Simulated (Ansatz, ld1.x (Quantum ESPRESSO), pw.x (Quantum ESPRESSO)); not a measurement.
**Equation-of-state test of one ultrasoft potential (magnesium)**

```
Element                 : magnesium (Mg)
Generator               : ld1.x (Quantum ESPRESSO) 7.5
Type                    : ultrasoft
Functional              : LDA (PW92)
Relativity              : scalar-relativistic
Frozen core             : [Ne]
Valence charge          : 2
Reference configuration : 3s1.5 3p0 (charge +0.5)
Partial waves           : 3s (bound): rcut 1.70, rcutus 2.10 bohr; 3s channel at -0.05 Ry: rcut 1.70, rcutus 2.10 bohr; 3p (bound, empty): rcut 2.30, rcutus 3.00 bohr; 3p channel at 1.45 Ry: rcut 2.30, rcutus 3.00 bohr
Local potential         : all-electron potential smoothed inside 1.60 bohr (lloc = -1)
Core correction         : none
Augmentation charge     : built from norm-conserving waves at rcut, not smoothed further
```

Crystal test: fcc Mg in pw.x 7.5, no spin, 13³ k-points, Fermi–Dirac smearing 0.01 Ry, cutoffs 40/600 Ry. The reference is all-electron LAPW (Ansatz 0.2.0) with the same functional, mesh and smearing; V0 and B0 come from Birch–Murnaghan fits to the pressures at five volumes. Errors are pseudo minus all-electron; Δ is the rms difference of the E(V) curves that follow from these fits, minima aligned, over ±6 % about the mean V0. Mesh and smearing are coarse, so the numbers serve the comparison and aren't converged zero-temperature values; the lattice is a test structure that the element need not adopt.

| V (Å³/atom) | P all-electron (GPa) | P pseudo (GPa) |
| --- | --- | --- |
| 20.779 | 2.10 | 1.30 |
| 21.326 | 0.94 | 0.25 |
| 21.873 | -0.08 | -0.68 |
| 22.420 | -0.97 | -1.50 |
| 22.967 | -1.77 | -2.23 |

All-electron: a0 = 4.436 Å (V0 = 21.83 Å³/atom), B0 = 38.5 GPa.

Pseudopotential: mean pressure error (GPa): -0.62; a0 (Å): 4.412; a0 error (%): -0.56; B0 error (%): -2.5; Δ (meV/atom): 3.1. This is a poor potential for the solid.

Problem. At the middle volume, how do free energy and pressure move when the wave cutoff is lowered (ecutrho held at 600 Ry)?

Solution.

```tsv
cutoff (Ry)	shift of F (meV/atom)	shift of P (GPa)
18	+0.6	-0.01
24	+0.2	-0.00
32	+0.0	-0.00
```

Input at the middle volume:

```
&control
  calculation='scf', prefix='x', pseudo_dir='./', outdir='./tmp', tstress=.true., disk_io='low'
/
&system
  ibrav=0, nat=1, ntyp=1, ecutwfc=40, ecutrho=600, nbnd=8,
  occupations='smearing', smearing='fd', degauss=0.01
/
&electrons
  conv_thr=1e-09, mixing_beta=0.4, electron_maxstep=70
/
ATOMIC_SPECIES
Mg 1.0 Mg.UPF
CELL_PARAMETERS angstrom
  0.00000000 2.21969235 2.21969235
  2.21969235 0.00000000 2.21969235
  2.21969235 2.21969235 0.00000000
ATOMIC_POSITIONS crystal
Mg 0.0000 0.0000 0.0000
K_POINTS automatic
13 13 13 0 0 0
```

```bash
pw.x < Mg.scf.in > Mg.scf.out
```

Lines of the output:

```
Message from routine setup:
     using ibrav=0 with symmetry is DISCOURAGED, use correct ibrav instead
     lattice parameter (alat)  =       5.9321  a.u.
     unit-cell volume          =     147.6063 (a.u.)^3
     number of electrons       =         2.00
     number of Kohn-Sham states=            8
     kinetic-energy cutoff     =      40.0000  Ry
     charge density cutoff     =     600.0000  Ry
     scf convergence threshold =      1.0E-09
     Exchange-correlation= PW
     number of k points=    84  Fermi-Dirac smearing, width (Ry)=  0.0100
     iteration #  1     ecut=    40.00 Ry     beta= 0.40
     total energy              =      -1.80312770 Ry
     estimated scf accuracy    <       0.00505416 Ry
     iteration #  2     ecut=    40.00 Ry     beta= 0.40
     total energy              =      -1.80326585 Ry
     estimated scf accuracy    <       0.00181438 Ry
     iteration #  3     ecut=    40.00 Ry     beta= 0.40
     total energy              =      -1.80327415 Ry
     estimated scf accuracy    <       0.00000100 Ry
     iteration #  4     ecut=    40.00 Ry     beta= 0.40
     total energy              =      -1.80327462 Ry
     estimated scf accuracy    <       0.00000011 Ry
     iteration #  5     ecut=    40.00 Ry     beta= 0.40
     the Fermi energy is     3.6604 ev
!    total energy              =      -1.80327463 Ry
     estimated scf accuracy    <          3.0E-10 Ry
     smearing contrib. (-TS)   =      -0.00195159 Ry
     The total energy is F=E-TS. E is the sum of the following terms:
     one-electron contribution =       1.24862957 Ry
     hartree contribution      =       0.00348279 Ry
     xc contribution           =      -0.86736260 Ry
     ewald contribution        =      -2.18607279 Ry
     convergence has been achieved in   5 iterations
          total   stress  (Ry/bohr**3)                   (kbar)     P=       -6.82
```

The run at the middle volume (84 k-points, 5 iterations) took about 4.5 s on one core of a shared host (Neoverse-V1, 32 threads, 247 GiB, load 26).
